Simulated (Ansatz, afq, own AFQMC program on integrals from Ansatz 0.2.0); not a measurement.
## Where AFQMC and coupled cluster stand for BH, singlet

```yaml
atoms:
  - { symbol: B, position_ang: [0.0000, 0.0000, 0.0000] }
  - { symbol: H, position_ang: [0.0000, 0.0000, 1.2410] }
```

Basis cc-pVTZ. Only valence electrons are correlated. Integrals, coupled cluster, full CI and functionals: Ansatz 0.2.0; the random walks run on the same integrals in our own AFQMC program. The CISD trial takes its coefficients from CCSD amplitudes. Released means that phaseless walkers are propagated on without the constraint, phases kept. Uncertainties: one standard error, sampling alone.

Determinant: UHF, the one that the program's search chose, which needn't be the lowest solution. The geometry is a PBE0/def2-TZVP stationary point of this or a neighbouring charge and spin state.

Full CI on the same integrals is exact in this basis and with this determinant's frozen core.

Cautions: strong correlation (T1 0.156, weight of the determinant 0.73, largest double 0.13); unrestricted determinant spin contaminated (⟨S²⟩ 0.48 against 0.00); the ph-AFQMC/HF walk drifts between its halves (2.1 errors).

* T1 diagnostic: 0.1563
* weight of the determinant in the CISD state: 0.734
* ⟨S²⟩ of the determinant: 0.475
* size of the correlated space: 4 electrons in 43 orbitals

```tsv
level	correlation energy (eV)
MP2	-1.6574
CCSD	-2.5054
CCSD(T)	-2.5631
```

(1) Estimate where AFQMC with the constraint released lies against CCSD(T) on the same integrals.

(1) 1.5 ± 0.2 kJ/mol below CCSD(T).

Reference: full CI, correlation energy -2.580 eV. The released energy is read at 2.40 1/Eh (meV from the phaseless value at times in 1/Eh: -1.0 ± 1.7 at 0.24, -3.9 ± 1.8 at 0.51, -4.3 ± 1.5 at 0.99, -6.8 ± 1.2 at 1.62, -5.9 ± 1.8 at 2.40). The cautions show a poor starting determinant, so the rows tell how each method copes with it here, and full CI is the sure value.

| level | E − E(reference) (kJ/mol) | share of correlation (%) |
| --- | --- | --- |
| CCSD(T) | 1.6 | 99.35 |
| CCSDT | 0.2 | 99.91 |
| CCSDT(Q) | 0.0 | 99.98 |
| ph-AFQMC/HF | 4.8 ± 1.2 | 98.08 |
| ph-AFQMC/CISD | 0.7 ± 0.2 | 99.73 |
| released AFQMC | 0.1 ± 0.2 | 99.96 |

CCSDT and higher add their correlation energy to the determinant of the CCSD(T) run, since their own runs factorise the integrals more tightly (a shift of under 2 meV). Released energies are given only where the last usable release times agree within the noise; a slower fall can still hide under it.
